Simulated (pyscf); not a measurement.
Thermochemistry of product channels of H₃Si–O–PH₂ (SMILES [SiH3]OP) on the singlet surface, in kcal/mol, from ωB97M-D3(BJ)/def2-TZVP energies (ideal gas, 1 atm, RRHO with modes under 100 cm⁻¹ raised to 100, one conformer, R ln 2 for chiral ones without a mode under 150 cm⁻¹). Single points on ωB97X-D3(BJ)/def2-SVP structures (PySCF, gas phase).

```json
[
 {"products": "HO–SiH₂–PH₂ (SMILES O[SiH2]P)", "ΔE": "-5.7", "ΔH(298 K)": "-4.7", "ΔG(900 K)": "-5.7", "ΔG(1200 K)": "[?]"},
 {"products": ":HSi–O–PH₂ (SMILES [SiH]OP) [singlet] + H₂ (SMILES [H][H])", "ΔE": "+48.0", "ΔH(298 K)": "+44.4", "ΔG(900 K)": "+17.9", "ΔG(1200 K)": "[?]"}
]
```

**Question.** What belongs in the gaps?

**Answer.** 
- HO–SiH₂–PH₂ (SMILES O[SiH2]P), ΔG(1200 K): -6.2
- :HSi–O–PH₂ (SMILES [SiH]OP) [singlet] + H₂ (SMILES [H][H]), ΔG(1200 K): +8.8

These are energies of the channels, which say nothing of barriers. :HSi–O–PH₂ [singlet] lies 16.3 kcal/mol over its isomer HO–SiH=PH (electronic energy, ωB97M-D3(BJ)).
